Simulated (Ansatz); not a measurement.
# SiH2F2 (SiF2H2) at 6 levels

Aim: a comparison of 6 runs (B2PLYP/STO-3G, CAM-B3LYP/STO-3G, PBE0/STO-3G, CCSD/STO-3G, CCSD(T)/STO-3G, UCCSD(T)/STO-3G) of SiH2F2 (SiF2H2). 

Program for the calculation: Ansatz 0.2.0.

54 further runs of the same task are left out: 4 that didn't finish, 50 set aside as unsound or not needed.

## 1. The system as given

SiH2F2 has 5 atoms, charge 0, and is taken as a singlet. As SMILES, `[H][Si]([H])(F)F`. The F2–Si1 distance was set to 3.985 Å, away from the relaxed value. At this shape a bond of the SMILES string is far longer than usual.

Bond lengths: Si1–F3 1.594 Å, Si1–H4 1.442 Å, Si1–H5 1.443 Å. Angles: F3–Si1–H4 107.9°, F3–Si1–H5 108.0°, H4–Si1–H5 120.8°.

## 2. The energy at B2PLYP/STO-3G (run 1)

File in.yaml:

```yaml
crystal:
  periodic: [false, false, false]
  atoms:
    - {symbol: Si, position_ang: [-0.242259, 0.029660, -2.450461]}
    - {symbol: F, position_ang: [0.009240, -0.018840, 1.526500]}
    - {symbol: F, position_ang: [1.285121, 0.039730, -2.905911]}
    - {symbol: H, position_ang: [-0.831039, 1.286900, -2.841711]}
    - {symbol: H, position_ang: [-0.824639, -1.221050, -2.873091]}
basis:
  gaussian:
    orbitals: STO-3G
hamiltonian:
  xc: {name: B2PLYP}
correlation:
  frozen_orbitals: {F: 1, H: 0, Si: 5}
accuracy: high
```

On the command line:

```
$ ansatz run in.yaml --threads 1 --pin off --max-ram 2610MiB --events-out events.jsonl --progress --plain --runs-dir runs
```

Standard output:

```text
Warning: RAYON_NUM_THREADS=1 ignored (pool sized by the plan → 1); use --threads N
Functional definition: B2PLYP
  name "B2PLYP"
  parameter a = 0.53
  parameter c = 0.27
  exchange = (1 - a)*b88_x + a*exact_x
  correlation = (1 - c)*lyp_c + c*(mp2_os + mp2_ss)
341 factors; integrals over basis functions are off by at most 3.3e-8 eV
mean field evaluation 1: about -13145.3476 eV, gradient 2.2e1 eV
mean field evaluation 2: about -13145.3436 eV, gradient 2.2e1 eV
mean field evaluation 4: about -13142.7867 eV, gradient 3.6e1 eV
mean field evaluation 8: about -13146.8605 eV, gradient 1.1e1 eV
mean field evaluation 16: about -13154.3242 eV, gradient 2.2e-2 eV
mean field evaluation 32: about -13153.8619 eV, gradient 7.8e0 eV
mean field -13154.32421101 eV, -483.4124984336 hartree, gradient 5.5e-9 eV, S^2 0.000000; 2 other end points of the search recorded, 0 dependent functions left out; unrestricted orbitals would lower it
7 core orbitals not correlated: weight in the atoms' cores, before any rotation towards them, 1.000 or more for the frozen orbitals, at most 0.000 for the correlated occupied ones
reference -13154.32422698 eV, -483.4124990202 hartree; 10, 10 occupied and 4, 4 virtual orbitals, 341 factors
second order -15.10445222 eV of doubles, -0.00000000 eV of singles
Total energy: -13158.40242908 eV, -483.5623701830 hartree
```

Run time: 2.5 s. Hardware: 1 thread of Arm Neoverse V1, shared host; peak memory 0.1 GiB.

## 3. A single-point energy at CAM-B3LYP/STO-3G (run 2)

File input.yaml:

```yaml
crystal:
  periodic: [false, false, false]
  atoms:
    - {symbol: Si, position_ang: [-0.242259, 0.029660, -2.450461]}
    - {symbol: F, position_ang: [0.009240, -0.018840, 1.526500]}
    - {symbol: F, position_ang: [1.285121, 0.039730, -2.905911]}
    - {symbol: H, position_ang: [-0.831039, 1.286900, -2.841711]}
    - {symbol: H, position_ang: [-0.824639, -1.221050, -2.873091]}
basis:
  gaussian:
    orbitals: STO-3G
accuracy: high
hamiltonian:
  xc: {name: CAM-B3LYP}
total_charge: 0
```

On the command line:

```
$ ansatz run input.yaml --threads 1 --pin off --max-ram 2610MiB --events-out events.jsonl --progress --plain --runs-dir runs
```

Standard output, shortened:

```text
Warning: RAYON_NUM_THREADS=1 ignored (pool sized by the plan → 1); use --threads N
Functional definition: CAM-B3LYP
  name "CAM-B3LYP"
[...]
341 factors; integrals over basis functions are off by at most 3.3e-8 eV
157 factors; integrals over basis functions are off by at most 1.1e-9 eV
[...]
mean field -13162.80600207 eV, -483.7241985058 hartree, gradient 2.2e-8 eV, S^2 0.000000; 4 other end points of the search recorded, 0 dependent functions left out
reference -13162.80601413 eV, -483.7241989489 hartree; 17, 17 occupied and 4, 4 virtual orbitals, 341 factors
Total energy: -13162.80601413 eV, -483.7241989489 hartree
```

Run time: 2 s. Hardware: 1 thread of Arm Neoverse V1, shared host; peak memory 0.099 GiB.

Runs 3 to 5 aren't shown in full; the table further down has their settings and results.

## 4. The energy at UCCSD(T)/STO-3G (run 6)

input.yaml, as its differences from that of step 3:

```diff
@@ -1 +1,3 @@
+basis:
+  gaussian: {orbitals: STO-3G}
 crystal:
@@ -8,8 +10,6 @@
     - {symbol: H, position_ang: [-0.824639, -1.221050, -2.873091]}
-basis:
-  gaussian:
-    orbitals: STO-3G
+total_charge: 0
+magnetization: {spin_polarized: true, initial_magnetization: 0}
+correlation: {method: ccsd_t, frozen_orbitals: {F: 1, H: 0, Si: 5}}
 accuracy: high
-hamiltonian:
-  xc: {name: CAM-B3LYP}
-total_charge: 0
+scf: {omitted_lower_state_checks: [cluster_reference, increment]}
```

On the command line:

```
$ ansatz run input.yaml --threads 1 --pin off --max-ram 2610MiB --events-out events.jsonl --progress --plain --runs-dir runs
```

Standard output:

```text
Warning: RAYON_NUM_THREADS=1 ignored (pool sized by the plan → 1); use --threads N
[... 18 lines left out ...]
7 core orbitals not correlated: weight in the atoms' cores, before any rotation towards them, 1.000 or more for the frozen orbitals, at most 0.000 for the correlated occupied ones
[... 117 lines left out ...]
Total energy: -13137.64528887 eV, -482.7995593501 hartree
Checks for a lower state left out: cluster_reference, increment
```

It took 1.5 s on 1 thread of Arm Neoverse V1, shared host.

## 5. All runs side by side

```
run             level  frozen core orbitals  energy (Eh)  wall time
  1     B2PLYP/STO-3G                     7  -483.562370      2.5 s
  2  CAM-B3LYP/STO-3G                     –  -483.724199        2 s
  3       PBE0/STO-3G                     –  -483.565252      1.3 s
  4       CCSD/STO-3G                     7  -482.787867     0.38 s
  5    CCSD(T)/STO-3G                     7  -482.806959      0.4 s
  6   UCCSD(T)/STO-3G                     7  -482.799559      1.5 s
```

## 6. Outcome

| quantity | value |
| --- | --- |
| run 6: total energy | -482.79956 Eh |
| run 6: correlation energy (7 core orbitals frozen) | -65.2 mEh |
| run 6: (T) correction | -2.17 mEh |
| run 6: ⟨S²⟩ of the reference determinant | 1.002 |
| run 6: T1 diagnostic | 0.012 |

What this shows: Totals of different functionals can't be ranked against each other. In runs 4, 5 the T1 diagnostic is large, so a single reference may not serve. In runs 1, 4, 5 the log says that unrestricted orbitals would lower the reference, so the values rest on an unstable closed-shell determinant (other closed-shell runs at this shape may share the fault). In runs 1, 2, 3, 4, 5, 6 the basis is minimal, so the values are rough. In runs 1, 2, 3, 4, 5 a closed-shell determinant meets a far-stretched bond, which it describes badly. Spin contamination of the reference: run 6 ⟨S²⟩ = 1.00. Where it is this large, the reference is a mixture of spin states, and values that rest on it are in doubt. All runs together took 8.1 s, the longest 2.5 s.
